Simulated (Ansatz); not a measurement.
Species: AlF₃, SMILES `[F][Al]([F])[F]` (charge 0, multiplicity 1), formula AlF₃.

Question: How many basis functions does frozen-core CCSD(T)/cc-pVTZ // PBE0-D3(BJ)/def2-TZVP (Ansatz, a program for electronic structure) use, how many core orbitals are frozen, and how many electrons are correlated?

Answer: 124 basis functions and 8 frozen orbitals, which leaves 24 correlated electrons. Core time is of the order of seconds.
